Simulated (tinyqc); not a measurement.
RKS/LDA (VWN5) in the sto-3g basis, for H2F+, spin multiplicity 1, step by step (part 1 of 2). Computed by tinyqc, a small Python program that keeps every step (integrals from PySCF). Settings: charge = 1, multiplicity = 1, basis = sto-3g, energy threshold = 1e-08, iteration cap = 53, orthogonalisation = canonical, start = random, DIIS depth = 8, DIIS from iteration = 2, shift = 1.0, method = RKS, functional = lda,vwn, grid = [10, 86]. Command: `OMP_NUM_THREADS=1 python tinyqc.py 27549 27550 out.jsonl` (the two numbers bound the seeds that draw the settings). One thread of a shared host (Intel(R) Xeon(R) Processor @ 2.60GHz), about 0.7 s of CPU time with the checks. Later iterations appear only in the table of the cycle.

## One-electron integrals

Geometry (angstrom):
```
atom,x,y,z
F,0.000000,0.000000,0.000000
H,0.000000,0.961000,0.534000
H,0.000000,-0.939000,0.522000
```

Basis sto-3g: exponents (1/bohr^2) and contraction coefficients of normalised primitives:
```
element,l (shell),exponent,coefficient
F,s (1),166.679130,0.154329
F,s (1),30.360812,0.535328
F,s (1),8.216821,0.444635
F,s (2),6.464803,-0.099967
F,s (2),1.502281,0.399513
F,s (2),0.488588,0.700115
F,p (3),6.464803,0.155916
F,p (3),1.502281,0.607684
F,p (3),0.488588,0.391957
H,s (1),3.425251,0.154329
H,s (1),0.623914,0.535328
H,s (1),0.168855,0.444635
```

Overlap, kinetic and nuclear-attraction integrals over the contracted functions; the nuclear repulsion is the sum of Za Zb / Rab.

nuclear repulsion = 9.04355469 hartree

overlap S:
```
,1F 1s,1F 2s,1F 2px,1F 2py,1F 2pz,2H 1s,3H 1s
1F 1s,1.000000,0.237990,0.000000,0.000000,0.000000,0.031964,0.033942
1F 2s,0.237990,1.000000,0.000000,0.000000,0.000000,0.336352,0.350577
1F 2px,0.000000,0.000000,1.000000,0.000000,0.000000,0.000000,0.000000
1F 2py,0.000000,0.000000,0.000000,1.000000,0.000000,0.247298,-0.255388
1F 2pz,0.000000,0.000000,0.000000,0.000000,1.000000,0.137416,0.141973
2H 1s,0.031964,0.336352,0.000000,0.247298,0.137416,1.000000,0.140161
3H 1s,0.033942,0.350577,0.000000,-0.255388,0.141973,0.140161,1.000000
```

kinetic energy T (hartree):
```
,1F 1s,1F 2s,1F 2px,1F 2py,1F 2pz,2H 1s,3H 1s
1F 1s,36.984577,-0.212858,0.000000,0.000000,0.000000,-0.007385,-0.006992
1F 2s,-0.212858,1.037995,0.000000,0.000000,0.000000,0.051234,0.059606
1F 2px,0.000000,0.000000,3.248015,0.000000,0.000000,0.000000,0.000000
1F 2py,0.000000,0.000000,0.000000,3.248015,0.000000,0.132793,-0.145232
1F 2pz,0.000000,0.000000,0.000000,0.000000,3.248015,0.073789,0.080736
2H 1s,-0.007385,0.051234,0.000000,0.132793,0.073789,0.760032,-0.008565
3H 1s,-0.006992,0.059606,0.000000,-0.145232,0.080736,-0.008565,0.760032
```

nuclear attraction V (hartree):
```
,1F 1s,1F 2s,1F 2px,1F 2py,1F 2pz,2H 1s,3H 1s
1F 1s,-77.983474,-9.408586,0.000000,0.000431,-0.010418,-1.295450,-1.376346
1F 2s,-9.408586,-12.513108,0.000000,0.005013,-0.128435,-3.112423,-3.266471
1F 2px,0.000000,0.000000,-12.369403,0.000000,0.000000,0.000000,0.000000
1F 2py,0.000431,0.005013,0.000000,-12.485666,0.001997,-1.971803,2.056811
1F 2pz,-0.010418,-0.128435,0.000000,0.001997,-12.405318,-1.125421,-1.173576
2H 1s,-1.295450,-3.112423,0.000000,-1.971803,-1.125421,-5.746929,-0.946338
3H 1s,-1.376346,-3.266471,0.000000,2.056811,-1.173576,-0.946338,-5.836304
```

core Hamiltonian H = T + V (hartree):
```
,1F 1s,1F 2s,1F 2px,1F 2py,1F 2pz,2H 1s,3H 1s
1F 1s,-40.998897,-9.621443,0.000000,0.000431,-0.010418,-1.302835,-1.383338
1F 2s,-9.621443,-11.475113,0.000000,0.005013,-0.128435,-3.061188,-3.206865
1F 2px,0.000000,0.000000,-9.121389,0.000000,0.000000,0.000000,0.000000
1F 2py,0.000431,0.005013,0.000000,-9.237651,0.001997,-1.839010,1.911579
1F 2pz,-0.010418,-0.128435,0.000000,0.001997,-9.157303,-1.051632,-1.092840
2H 1s,-1.302835,-3.061188,0.000000,-1.839010,-1.051632,-4.986897,-0.954903
3H 1s,-1.383338,-3.206865,0.000000,1.911579,-1.092840,-0.954903,-5.076272
```

## Two-electron integrals

Functions are numbered as in S; the eight-fold symmetry (ij|kl) = (ji|kl) = (kl|ij) leaves the list below.

Two-electron integrals (ij|kl) in chemists' order, unique and non-zero (hartree):
```
i,j,k,l,(ij|kl)
1,1,1,1,5.403501
2,1,1,1,0.841920
2,1,2,1,0.156299
2,2,1,1,1.268028
2,2,2,1,0.292344
2,2,2,2,0.926167
3,1,3,1,0.027998
3,2,3,1,0.043169
3,2,3,2,0.204588
3,3,1,1,1.264502
3,3,2,1,0.292403
3,3,2,2,0.925959
3,3,3,3,0.997514
4,1,4,1,0.027998
4,2,4,1,0.043169
4,2,4,2,0.204588
4,3,4,3,0.053770
4,4,1,1,1.264502
4,4,2,1,0.292403
4,4,2,2,0.925959
4,4,3,3,0.889973
4,4,4,4,0.997514
5,1,5,1,0.027998
5,2,5,1,0.043169
5,2,5,2,0.204588
5,3,5,3,0.053770
5,4,5,4,0.053770
5,5,1,1,1.264502
5,5,2,1,0.292403
5,5,2,2,0.925959
5,5,3,3,0.889973
5,5,4,4,0.889973
5,5,5,5,0.997514
6,1,1,1,0.114557
6,1,2,1,0.021097
6,1,2,2,0.039241
6,1,3,3,0.039180
6,1,4,1,0.000753
6,1,4,2,0.001417
6,1,4,4,0.039324
6,1,5,1,0.000419
6,1,5,2,0.000787
6,1,5,4,0.000080
6,1,5,5,0.039224
6,1,6,1,0.002877
6,2,1,1,0.301091
6,2,2,1,0.070396
6,2,2,2,0.250117
6,2,3,3,0.246394
6,2,4,1,0.004198
6,2,4,2,0.033263
6,2,4,4,0.254740
6,2,5,1,0.002333
6,2,5,2,0.018484
6,2,5,4,0.004638
6,2,5,5,0.248971
6,2,6,1,0.009649
6,2,6,2,0.084364
6,3,3,1,0.007236
6,3,3,2,0.043381
6,3,4,3,0.006936
6,3,5,3,0.003854
6,3,6,3,0.012287
6,4,1,1,0.183145
6,4,2,1,0.043356
6,4,2,2,0.164886
6,4,3,3,0.157919
6,4,4,1,0.009492
6,4,4,2,0.064083
6,4,4,4,0.177017
6,4,5,1,0.001253
6,4,5,2,0.011504
6,4,5,4,0.006758
6,4,5,5,0.159532
6,4,6,1,0.006182
6,4,6,2,0.068264
6,4,6,4,0.067125
6,5,1,1,0.101768
6,5,2,1,0.024092
6,5,2,2,0.091622
6,5,3,3,0.087751
6,5,4,1,0.001253
6,5,4,2,0.011504
6,5,4,4,0.090655
6,5,5,1,0.007933
6,5,5,2,0.049773
6,5,5,4,0.008550
6,5,5,5,0.096356
6,5,6,1,0.003435
6,5,6,2,0.037933
6,5,6,4,0.030472
6,5,6,5,0.029219
6,6,1,1,0.471039
6,6,2,1,0.111924
6,6,2,2,0.459385
6,6,3,3,0.444188
6,6,4,1,0.008047
6,6,4,2,0.090632
6,6,4,4,0.478647
6,6,5,1,0.004472
6,6,5,2,0.050362
6,6,5,4,0.019148
6,6,5,5,0.454828
6,6,6,1,0.015424
6,6,6,2,0.202413
6,6,6,4,0.190558
6,6,6,5,0.105888
6,6,6,6,0.774606
7,1,1,1,0.121695
7,1,2,1,0.022408
7,1,2,2,0.041671
7,1,3,3,0.041606
7,1,4,1,-0.000802
7,1,4,2,-0.001508
7,1,4,4,0.041759
7,1,5,1,0.000446
7,1,5,2,0.000838
7,1,5,4,-0.000085
7,1,5,5,0.041653
7,1,6,1,0.003010
7,1,6,2,0.009929
7,1,6,4,0.005868
7,1,6,5,0.003539
7,1,6,6,0.015750
7,1,7,1,0.003246
7,2,1,1,0.315957
7,2,2,1,0.073856
7,2,2,2,0.261958
7,2,3,3,0.258078
7,2,4,1,-0.004405
7,2,4,2,-0.034725
7,2,4,4,0.266772
7,2,5,1,0.002449
7,2,5,2,0.019304
7,2,5,4,-0.004833
7,2,5,5,0.260765
7,2,6,1,0.009810
7,2,6,2,0.070029
7,2,6,4,0.039356
7,2,6,5,0.030417
7,2,6,6,0.134188
7,2,7,1,0.010750
7,2,7,2,0.092092
7,3,3,1,0.007637
7,3,3,2,0.045610
7,3,4,3,-0.007265
7,3,5,3,0.004039
7,3,6,3,0.009820
7,3,7,3,0.013490
7,4,1,1,-0.190800
7,4,2,1,-0.045163
7,4,2,2,-0.171459
7,4,3,3,-0.164185
7,4,4,1,0.009989
7,4,4,2,0.067098
7,4,4,4,-0.184136
7,4,5,1,-0.001307
7,4,5,2,-0.011945
7,4,5,4,0.007053
7,4,5,5,-0.165860
7,4,6,1,-0.005753
7,4,6,2,-0.038962
7,4,6,4,-0.012494
7,4,6,5,-0.016617
7,4,6,6,-0.068866
7,4,7,1,-0.006843
7,4,7,2,-0.073958
7,4,7,4,0.072445
7,5,1,1,0.106068
7,5,2,1,0.025106
7,5,2,2,0.095316
7,5,3,3,0.091272
7,5,4,1,-0.001307
7,5,4,2,-0.011945
7,5,4,4,0.094286
7,5,5,1,0.008364
7,5,5,2,0.052251
7,5,5,4,-0.008940
7,5,5,5,0.100281
7,5,6,1,0.003474
7,5,6,2,0.030269
7,5,6,4,0.016694
7,5,6,5,0.022811
7,5,6,6,0.063665
7,5,7,1,0.003804
7,5,7,2,0.041114
7,5,7,4,-0.032774
7,5,7,5,0.031709
7,6,1,1,0.087219
7,6,2,1,0.020583
7,6,2,2,0.079625
7,6,3,3,0.078267
7,6,4,1,0.000008
7,6,4,2,0.000106
7,6,4,4,0.080006
7,6,5,1,0.001096
7,6,5,2,0.010481
7,6,5,4,0.000020
7,6,5,5,0.080520
7,6,6,1,0.002786
7,6,6,2,0.026422
7,6,6,4,0.018852
7,6,6,5,0.013591
7,6,6,6,0.067399
7,6,7,1,0.002958
7,6,7,2,0.027484
7,6,7,4,-0.019362
7,6,7,5,0.014049
7,6,7,6,0.010301
7,7,1,1,0.480932
7,7,2,1,0.114255
7,7,2,2,0.467945
7,7,3,3,0.452273
7,7,4,1,-0.008331
7,7,4,2,-0.093086
7,7,4,4,0.487797
7,7,5,1,0.004631
7,7,5,2,0.051747
7,7,5,4,-0.019748
7,7,5,5,0.463251
7,7,6,1,0.015138
7,7,6,2,0.130385
7,7,6,4,0.067480
7,7,6,5,0.062239
7,7,6,6,0.277149
7,7,7,1,0.016727
7,7,7,2,0.213561
7,7,7,4,-0.199444
7,7,7,5,0.110873
7,7,7,6,0.067399
7,7,7,7,0.774606
```

## Orthogonalisation

S = U s U^T; canonical form X = U s^(-1/2), so that X^T S X = 1. Each column of U has its largest component positive (the first on a tie).

eigenvalues of S: 0.499803  0.568539  0.911394  1.000000  1.076722  1.292055  1.651488

X:
```
,1,2,3,4,5,6,7
1F 1s,-0.399324,-0.053330,0.702019,0.000000,-0.603634,0.007908,0.216084
1F 2s,1.003578,0.108606,-0.201213,0.000000,-0.244929,0.010271,0.484880
1F 2px,0.000000,0.000000,0.000000,1.000000,0.000000,0.000000,0.000000
1F 2py,-0.102123,0.836746,0.002471,0.000000,-0.000898,0.679463,-0.011542
1F 2pz,0.330676,0.034257,0.685119,0.000000,0.661995,0.003218,0.165090
2H 1s,-0.498401,-0.783863,-0.221279,0.000000,0.184623,0.404723,0.376053
3H 1s,-0.682628,0.654597,-0.213412,0.000000,0.179045,-0.385113,0.393585
```

## Starting guess

The start is random orthonormal orbitals; D = 2 C_occ C_occ^T.

D at the start:
```
,1F 1s,1F 2s,1F 2px,1F 2py,1F 2pz,2H 1s,3H 1s
1F 1s,1.837543,-0.513340,0.638885,-0.238878,-0.170570,0.011649,0.098287
1F 2s,-0.513340,1.993807,-0.174210,-0.434220,0.395327,0.044401,-0.122582
1F 2px,0.638885,-0.174210,0.616190,0.517746,0.298041,0.237272,0.062867
1F 2py,-0.238878,-0.434220,0.517746,1.821091,-0.031725,-0.197739,1.177975
1F 2pz,-0.170570,0.395327,0.298041,-0.031725,2.003565,-0.514779,-0.480345
2H 1s,0.011649,0.044401,0.237272,-0.197739,-0.514779,1.507235,-1.062737
3H 1s,0.098287,-0.122582,0.062867,1.177975,-0.480345,-1.062737,1.788830
```

## Iteration 1: exchange-correlation on the grid

Becke grid with 10 radial and 86 angular points per atom, points of zero weight dropped. rho = sum D_ij phi_i phi_j; V_xc,ij = sum w v_xc phi_i phi_j; v_xc is d(rho eps)/d rho.

The 12 grid points with the largest w rho, of 2577 (bohr, atomic units):
```
x,y,z,w,rho,eps_xc,v_xc
-0.687448,-0.687448,-0.687448,0.135194,0.309185,-0.561460,-0.735834
-0.225117,-0.826763,-0.826763,0.133958,0.304813,-0.558982,-0.732562
0.000000,-0.248214,0.615045,0.027503,1.464975,-0.913611,-1.201688
0.445609,0.000000,1.104167,0.129341,0.307445,-0.560476,-0.734535
0.248214,0.000000,0.615045,0.027663,1.427960,-0.906269,-1.191963
-0.248214,-0.615045,0.000000,0.027412,1.433931,-0.907462,-1.193543
-0.125395,-0.460525,0.460525,0.027297,1.430713,-0.906820,-1.192692
0.000000,0.000000,0.663242,0.027026,1.438754,-0.908423,-1.194816
-0.440084,-0.440084,-1.015089,0.126689,0.305409,-0.559321,-0.733010
0.000000,0.000000,1.190694,0.125060,0.305946,-0.559626,-0.733413
-0.382923,-0.382923,-0.382923,0.028002,1.361671,-0.892793,-1.174113
-0.125395,-0.460525,-0.460525,0.027841,1.363612,-0.893194,-1.174644
```

electrons on the grid, sum of w rho = 9.931653

E_xc = sum of w rho eps_xc = -8.82821241 hartree

V_xc (hartree):
```
,1F 1s,1F 2s,1F 2px,1F 2py,1F 2pz,2H 1s,3H 1s
1F 1s,-3.037209,-0.438014,-0.015958,0.011571,0.000489,-0.059912,-0.064344
1F 2s,-0.438014,-0.862580,-0.001922,0.018163,-0.014110,-0.224822,-0.235727
1F 2px,-0.015958,-0.001922,-0.809984,-0.028872,-0.016701,-0.004500,0.002498
1F 2py,0.011571,0.018163,-0.028872,-0.869614,-0.001476,-0.151574,0.160367
1F 2pz,0.000489,-0.014110,-0.016701,-0.001476,-0.880082,-0.088849,-0.091674
2H 1s,-0.059912,-0.224822,-0.004500,-0.151574,-0.088849,-0.490731,-0.067157
3H 1s,-0.064344,-0.235727,0.002498,0.160367,-0.091674,-0.067157,-0.492605
```

## Iteration 1: building the Kohn-Sham matrix

J_ij = sum D_kl (ij|kl); F = H + J + V_xc; E = tr D H + tr D J / 2 + E_xc + E_nn.

Coulomb J (hartree):
```
,1F 1s,1F 2s,1F 2px,1F 2py,1F 2pz,2H 1s,3H 1s
1F 1s,17.840585,3.417891,0.025128,-0.032598,0.017202,0.460952,0.491632
1F 2s,3.417891,8.660823,0.010199,-0.084861,0.156189,2.364609,2.492572
1F 2px,0.025128,0.010199,8.540645,0.058057,0.034388,0.010676,-0.004892
1F 2py,-0.032598,-0.084861,0.058057,8.720209,0.005392,1.570308,-1.669402
1F 2pz,0.017202,0.156189,0.034388,0.005392,8.698211,0.918214,0.958159
2H 1s,0.460952,2.364609,0.010676,1.570308,0.918214,4.778512,0.776912
3H 1s,0.491632,2.492572,-0.004892,-1.669402,0.958159,0.776912,4.875804
```

Kohn-Sham matrix F (hartree):
```
,1F 1s,1F 2s,1F 2px,1F 2py,1F 2pz,2H 1s,3H 1s
1F 1s,-26.195521,-6.641566,0.009170,-0.020596,0.007273,-0.901795,-0.956049
1F 2s,-6.641566,-3.676870,0.008276,-0.061684,0.013644,-0.921402,-0.950020
1F 2px,0.009170,0.008276,-1.390728,0.029185,0.017687,0.006177,-0.002394
1F 2py,-0.020596,-0.061684,0.029185,-1.387056,0.005914,-0.420276,0.402545
1F 2pz,0.007273,0.013644,0.017687,0.005914,-1.339174,-0.222266,-0.226355
2H 1s,-0.901795,-0.921402,0.006177,-0.420276,-0.222266,-0.699116,-0.245148
3H 1s,-0.956049,-0.950020,-0.002394,0.402545,-0.226355,-0.245148,-0.693073
```

total energy of this density = -89.51194234 hartree

## Iteration 1: diagonalisation and new density

A level shift of 1 hartree raises the virtual space: F + shift (S - S D(s) S), with D(s) the density of one spin (D/2). Diagonalise F' = X^T F X, C = X C', fill 5 alpha and 5 beta electrons from the bottom; D = 2 C_occ C_occ^T. Each column has its largest component positive (the first on a tie).

F' = X^T F X (hartree):
```
,1,2,3,4,5,6,7
1,-1.397140,-0.054366,3.347140,0.142376,-3.424021,0.202227,0.718482
2,-0.054366,-0.389668,0.564874,-0.050790,-0.612757,-0.276517,0.060372
3,3.347140,0.564874,-11.236097,-0.267846,10.152243,-0.019217,-5.713097
4,0.142376,-0.050790,-0.267846,-0.698823,0.053869,-0.252924,-0.164092
5,-3.424021,-0.612757,10.152243,0.053869,-11.678665,0.019859,6.298047
6,0.202227,-0.276517,-0.019217,-0.252924,0.019859,-1.021287,-0.185664
7,0.718482,0.060372,-5.713097,-0.164092,6.298047,-0.185664,-4.657322
```

orbital energies (hartree): MO1 -26.064221, MO2 -2.102189, MO3 -1.343738, MO4 -1.225046, MO5 -0.553615, MO6 -0.273455, MO7 0.483264

coefficients C:
```
,MO1,MO2,MO3,MO4,MO5,MO6,MO7
1F 1s,0.995233,-0.258323,0.014086,-0.019079,-0.020994,0.009098,0.089209
1F 2s,0.019603,1.005782,-0.068840,0.117819,0.028793,-0.070659,-0.564120
1F 2px,0.011495,-0.020001,0.424743,-0.093128,0.893626,0.082147,-0.071221
1F 2py,-0.005232,0.035639,0.661559,-0.535146,-0.428412,0.476067,-0.192009
1F 2pz,-0.001416,0.016014,0.559643,0.831670,-0.180800,-0.044712,-0.074757
2H 1s,-0.002889,0.029098,0.113177,-0.222683,0.055384,-0.742898,0.795547
3H 1s,-0.001414,0.031818,-0.010472,-0.092026,-0.031423,0.892647,0.684034
```

D after iteration 1:
```
,1F 1s,1F 2s,1F 2px,1F 2py,1F 2pz,2H 1s,3H 1s
1F 1s,2.116444,-0.488258,0.011212,0.028220,-0.019470,-0.011423,-0.014717
1F 2s,-0.488258,2.062862,-0.068746,-0.170371,0.140666,-0.006445,0.041896
1F 2px,0.011212,-0.068746,1.976359,-0.105565,-0.003303,0.235374,-0.049221
1F 2py,0.028220,-0.170371,-0.105565,1.817751,0.006413,0.342732,0.113845
1F 2pz,-0.019470,0.140666,-0.003303,0.006413,2.075645,-0.262806,-0.152406
2H 1s,-0.011423,-0.006445,0.235374,0.342732,-0.262806,0.132638,0.036994
3H 1s,-0.014717,0.041896,-0.049221,0.113845,-0.152406,0.036994,0.021160
```

## Iteration 2: exchange-correlation on the grid

As before.

The 12 grid points with the largest w rho, of 2577 (bohr, atomic units):
```
x,y,z,w,rho,eps_xc,v_xc
0.687448,-0.687448,-0.687448,0.135194,0.309950,-0.561891,-0.736403
-1.104167,0.000000,0.445609,0.133928,0.311627,-0.562833,-0.737648
-0.826763,-0.225117,-0.826763,0.135463,0.306265,-0.559807,-0.733652
0.000000,-0.445609,-1.104167,0.134708,0.307940,-0.560756,-0.734905
-0.826763,0.225117,-0.826763,0.135467,0.306165,-0.559751,-0.733577
-1.104167,0.000000,-0.445609,0.134723,0.307667,-0.560602,-0.734702
-0.445609,0.000000,-1.104167,0.134754,0.306069,-0.559696,-0.733505
0.225117,-0.826763,-0.826763,0.133958,0.307850,-0.560706,-0.734838
0.826763,-0.225117,-0.826763,0.135463,0.304388,-0.558740,-0.732243
-1.104167,0.445609,0.000000,0.133042,0.309196,-0.561466,-0.735842
1.104167,-0.445609,0.000000,0.132766,0.309368,-0.561563,-0.735970
1.104167,0.000000,0.445609,0.133928,0.306051,-0.559686,-0.733492
```

electrons on the grid, sum of w rho = 9.934282

E_xc = sum of w rho eps_xc = -10.43902674 hartree

V_xc (hartree):
```
,1F 1s,1F 2s,1F 2px,1F 2py,1F 2pz,2H 1s,3H 1s
1F 1s,-3.199778,-0.468032,0.000410,0.000914,-0.000732,-0.064243,-0.068315
1F 2s,-0.468032,-0.936727,0.002124,0.002500,-0.002366,-0.228109,-0.232225
1F 2px,0.000410,0.002124,-0.929192,0.002966,-0.000403,0.000137,0.000074
1F 2py,0.000914,0.002500,0.002966,-0.921836,-0.001950,-0.143776,0.138923
1F 2pz,-0.000732,-0.002366,-0.000403,-0.001950,-0.930065,-0.080029,-0.077756
2H 1s,-0.064243,-0.228109,0.000137,-0.143776,-0.080029,-0.335033,-0.058545
3H 1s,-0.068315,-0.232225,0.000074,0.138923,-0.077756,-0.058545,-0.252949
```

## Iteration 2: building the Kohn-Sham matrix

As before.

Coulomb J (hartree):
```
,1F 1s,1F 2s,1F 2px,1F 2py,1F 2pz,2H 1s,3H 1s
1F 1s,20.743921,3.970693,-0.002653,-0.004134,0.005822,0.536074,0.569634
1F 2s,3.970693,9.834039,-0.011230,-0.003743,0.028840,2.589905,2.702302
1F 2px,-0.002653,-0.011230,9.824826,-0.007372,0.001062,-0.002475,-0.001298
1F 2py,-0.004134,-0.003743,-0.007372,9.819936,0.006818,1.684662,-1.735893
1F 2pz,0.005822,0.028840,0.001062,0.006818,9.830958,0.942073,0.971790
2H 1s,0.536074,2.589905,-0.002475,1.684662,0.942073,4.672379,0.808893
3H 1s,0.569634,2.702302,-0.001298,-1.735893,0.971790,0.808893,4.666913
```

Kohn-Sham matrix F (hartree):
```
,1F 1s,1F 2s,1F 2px,1F 2py,1F 2pz,2H 1s,3H 1s
1F 1s,-23.454755,-6.118783,-0.002243,-0.002789,-0.005328,-0.831004,-0.882019
1F 2s,-6.118783,-2.577801,-0.009106,0.003770,-0.101960,-0.699393,-0.736788
1F 2px,-0.002243,-0.009106,-0.225755,-0.004406,0.000659,-0.002338,-0.001224
1F 2py,-0.002789,0.003770,-0.004406,-0.339551,0.006866,-0.298124,0.314609
1F 2pz,-0.005328,-0.101960,0.000659,0.006866,-0.256410,-0.189588,-0.198807
2H 1s,-0.831004,-0.699393,-0.002338,-0.298124,-0.189588,-0.649551,-0.204555
3H 1s,-0.882019,-0.736788,-0.001224,0.314609,-0.198807,-0.204555,-0.662308
```

total energy of this density = -97.79131860 hartree

## Iteration 2: diagonalisation and new density

As before.

F' = X^T F X (hartree):
```
,1,2,3,4,5,6,7
1,-0.501782,-0.171890,2.981635,0.031284,-2.913142,0.173900,0.923381
2,-0.171890,0.841687,0.447353,0.085539,-0.485515,-0.177424,0.132267
3,2.981635,0.447353,-9.567648,0.011683,9.584506,-0.117421,-5.340643
4,0.031284,0.085539,0.011683,-0.213934,-0.019572,-0.030621,-0.038225
5,-2.913142,-0.485515,9.584506,-0.019572,-10.124502,0.126439,5.696739
6,0.173900,-0.177424,-0.117421,-0.030621,0.126439,-0.446055,-0.155704
7,0.923381,0.132267,-5.340643,-0.038225,5.696739,-0.155704,-3.879169
```

orbital energies (hartree): MO1 -23.469467, MO2 -1.089248, MO3 -0.491221, MO4 -0.231034, MO5 -0.215777, MO6 0.701879, MO7 0.903465

coefficients C:
```
,MO1,MO2,MO3,MO4,MO5,MO6,MO7
1F 1s,0.993121,-0.251793,0.021854,0.037443,-0.015392,0.119818,0.010037
1F 2s,0.028960,0.930188,-0.109194,-0.153553,0.055092,-0.668836,-0.051841
1F 2px,0.000101,0.018522,0.091026,0.580311,0.803503,-0.049891,-0.080644
1F 2py,0.000033,0.018238,0.782950,-0.086095,-0.101894,-0.018369,-0.735464
1F 2pz,0.001739,0.104901,0.007841,0.788597,-0.587746,-0.258606,0.011587
2H 1s,-0.005089,0.109785,0.381057,0.020259,0.062407,0.623165,0.837370
3H 1s,-0.005173,0.110457,-0.184080,0.045766,-0.030605,0.864021,-0.692550
```

D after iteration 2:
```
,1F 1s,1F 2s,1F 2px,1F 2py,1F 2pz,2H 1s,3H 1s
1F 1s,2.103612,-0.428876,0.013575,0.021791,0.028117,-0.049143,-0.069576
1F 2s,-0.428876,1.809252,-0.075099,-0.121842,-0.113400,0.121383,0.227966
1F 2px,0.013575,-0.075099,1.982015,-0.120455,-0.023935,0.197239,-0.025487
1F 2py,0.021791,-0.121842,-0.120455,1.262275,0.000092,0.584495,-0.285865
1F 2pz,0.028117,-0.113400,-0.023935,0.000092,1.956797,-0.012415,0.128428
2H 1s,-0.049143,0.121383,0.197239,0.584495,-0.012415,0.323176,-0.117950
3H 1s,-0.069576,0.227966,-0.025487,-0.285865,0.128428,-0.117950,0.098288
```
